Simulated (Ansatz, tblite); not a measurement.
# The cluster BeBr₂+: rung by rung

The task here is to estimate one member of a computed series from the others.

Method: as each input shows; program: Ansatz 0.2.0, Gaussian basis.

Plan: GFN1-xTB, GFN2-xTB, PBE-D4/def2-TZVP, r2SCAN-D4/def2-TZVP, PBE-QIDH/def2-TZVP, B3LYP-D4/def2-TZVP, B2PLYP/def2-TZVP, r2SCAN0-D4/def2-TZVP, HSE06-D4/def2-TZVP, PBE-D4/def2-SVP, PBE0-D4/def2-SVP, HF/STO-3G, HF/6-31G, B3LYP-D4/6-31G, CCSD(T)/def2-TZVPP, MP2/def2-TZVP, RPA/def2-TZVP.

**The geometry**

The doublet was relaxed beforehand with PBE0-D4/def2-TZVP. At that level it is the lowest of the isomers that a small search found.

3 atoms, charge 1, spin multiplicity 2.

Bond lengths: Be1–Br2 1.980 Å, Be1–Br3 1.980 Å. Angles: Br2–Be1–Br3 179.9°.

The ion is computed in the gas phase, without counter-ions or solvent.

PBE0-D4/def2-TZVP was run before; its log isn't repeated, and its numbers join the tables.

Set-up of the first run:

Tight binding, by tblite at 300 K electronic temperature and without a spin-polarisation term:

```python
tblite.interface.Calculator('GFN1-xTB', numbers, positions, charge=1, uhf=1).singlepoint()
```

Tight binding, by tblite at 300 K electronic temperature and without a spin-polarisation term:

```python
tblite.interface.Calculator('GFN2-xTB', numbers, positions, charge=1, uhf=1).singlepoint()
```

start.molden holds the orbitals of an earlier run on this state, given as this run's starting guess.

in.yaml reads:

```yaml
crystal:
  periodic: [false, false, false]
  atoms:
    - {symbol: Be, position_ang: [0.000673, 0.000458, 0.000177]}
    - {symbol: Br, position_ang: [0.219135, 0.455187, -1.914923]}
    - {symbol: Br, position_ang: [-0.219808, -0.455655, 1.914746]}
basis:
  gaussian: {orbitals: def2-TZVP, initial_orbitals: start.molden}
total_charge: 1
magnetization: {spin_polarized: true, initial_magnetization: 1}
hamiltonian: {xc: pbe, dispersion: d4}
scf: {omitted_lower_state_checks: [starts]}
output: {orbitals: {seedname: orbitals}}
```

On the command line:

```sh
$ ansatz run in.yaml --threads 4 --pin off --events-out ev --progress --plain --max-ram 3916MiB
```

Steps of the session up to this table: PBE-D4/def2-TZVP; r2SCAN-D4/def2-TZVP; PBE-QIDH/def2-TZVP; B3LYP-D4/def2-TZVP; B2PLYP/def2-TZVP; r2SCAN0-D4/def2-TZVP; HSE06-D4/def2-TZVP; PBE-D4/def2-SVP; PBE0-D4/def2-SVP; HF/STO-3G; HF/6-31G; B3LYP-D4/6-31G; CCSD(T)/def2-TZVPP; MP2/def2-TZVP; RPA/def2-TZVP.

One table of the session follows, with a row left open; its other results are not shown here.

It belongs to the step «Levels side by side». 

| level | HOMO (eV) | LUMO (eV) | gap (eV) |
| --- | --- | --- | --- |
| HF/STO-3G | -14.50 | -7.87 | 6.64 |
| HF/6-31G | -16.32 | -9.75 | 6.57 |
| PBE-D4/def2-SVP | -13.65 | -13.69 | -0.04 |
| PBE-D4/def2-TZVP | -13.63 | -13.61 | 0.02 |
| r2SCAN-D4/def2-TZVP | -13.97 | -13.70 | 0.27 |
| B3LYP-D4/6-31G | ? | ? | ? |
| B3LYP-D4/def2-TZVP | -14.50 | -13.23 | 1.27 |
| PBE0-D4/def2-SVP | -14.76 | -13.20 | 1.56 |
| PBE0-D4/def2-TZVP | -14.58 | -13.09 | 1.49 |
| r2SCAN0-D4/def2-TZVP | -14.66 | -13.13 | 1.53 |
| HSE06-D4/def2-TZVP | -14.23 | -13.43 | 0.80 |

Q: Estimate the row for B3LYP-D4/6-31G from the others.

The run gave: HOMO (eV): -14.64; LUMO (eV): -13.31; gap (eV): 1.32. In the column «HOMO (eV)» it lies between r2SCAN0-D4/def2-TZVP (-14.66) and PBE0-D4/def2-TZVP (-14.58).
